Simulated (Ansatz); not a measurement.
# AlNH (doublet): wave-function methods side by side, cc-pVDZ

How much of the correlation energy of AlNH (doublet) does each wave-function method recover here?

The runs use Ansatz 0.2.0, Gaussian basis; cc-pVDZ, core rule «outside noble gas», up to 6 orbitals frozen.

The runs, in order: UHF; CCSD(T) on ROHF; CCSD(T) on UHF; BCCD(T) on ROHF; CISD; CCSDT(Q) on ROHF; CCSDT(Q) on UHF; CCSDTQ on ROHF; CCSDTQ on UHF; CASSCF and MRCISD+Q, 9 electrons in 9 orbitals; CASSCF and NEVPT2, 9 electrons in 9 orbitals.

16 further runs of the same task are left out: 7 for a known fault of the program, 9 set aside as unsound or not needed.

## 1. What is computed

The geometry is a PBE0/def2-TZVP stationary point (not a proven minimum).

3 atoms, charge 0, spin multiplicity 2.

Atoms are counted from 1 here; the program's logs count them from 0.

Bond lengths: Al1–N2 1.737 Å, N2–H3 1.016 Å. Angles: Al1–N2–H3 130.8°.

## 2. UHF

File in.yaml:

```yaml
crystal:
  periodic: [false, false, false]
  atoms:
    - {symbol: Al, position_ang: [0.000000, 0.032676, 0.636525]}
    - {symbol: N, position_ang: [0.000000, -0.106661, -1.095305]}
    - {symbol: H, position_ang: [0.000000, 0.607486, -1.818390]}
basis:
  gaussian: {orbitals: cc-pVDZ}
magnetization: {spin_polarized: true, initial_magnetization: 1}
hamiltonian: {xc: hf}
output: {orbitals: {seedname: orbitals}}
```

Launch:

```
> ansatz run in.yaml --threads 1 --pin off --events-out ev --progress --plain --max-ram 8192MiB --backend cpu
```

After this run come: CCSD(T) on ROHF; CCSD(T) on UHF; BCCD(T) on ROHF; CISD; CCSDT(Q) on ROHF; CCSDT(Q) on UHF; CCSDTQ on ROHF; CCSDTQ on UHF; CASSCF and MRCISD+Q, 9 electrons in 9 orbitals; CASSCF and NEVPT2, 9 electrons in 9 orbitals.

Before running them: what should the planned runs give, taken together? Wanted: UCCSDTQ below the RHF energy; RMP2 from UCCSDTQ; UMP2 from UCCSDTQ; RCCSD from UCCSDTQ; RCCSD(T) from UCCSDTQ; UCCSD(T) from UCCSDTQ; RCCSDT(Q) from UCCSDTQ; UCCSDT(Q) from UCCSDTQ; NEVPT2 valence from UCCSDTQ.

**Answer**, as computed:

| quantity | value |
| --- | --- |
| UCCSDTQ below the RHF energy | -6.1749 eV |
| RMP2 from UCCSDTQ | +1231.8 meV |
| UMP2 from UCCSDTQ | +1225.3 meV |
| RCCSD from UCCSDTQ | +297.2 meV |
| RCCSD(T) from UCCSDTQ | +90.0 meV |
| UCCSD(T) from UCCSDTQ | +90.8 meV |
| RCCSDT(Q) from UCCSDTQ | -6.6 meV |
| UCCSDT(Q) from UCCSDTQ | -7.9 meV |
| NEVPT2 valence from UCCSDTQ | +930.7 meV |
| MRCISD+Q valence from UCCSDTQ | +171.5 meV |
| levels within 1 kcal/mol (43 meV) | RCCSDT, UCCSDT, RCCSDT(Q), UCCSDT(Q), RCCSDTQ |
| T1 diagnostic | 0.095 |
| effectively unpaired electrons | 1.06 |

What this shows: RCCSD(T) lands +90.0 meV from the yardstick (1.5 % of the correlation energy). The occupations are near whole numbers, but T1 = 0.095 shows that the orbitals relax strongly. Of the multireference levels listed MRCISD+Q valence comes nearest in total energy (+171.5 meV), which doesn't show that its space is the better one. Coupled cluster took another determinant than the lowest Hartree-Fock one. These misses are within one basis, not against nature; the frozen cores of restricted and unrestricted runs differ, which can shift their rows.
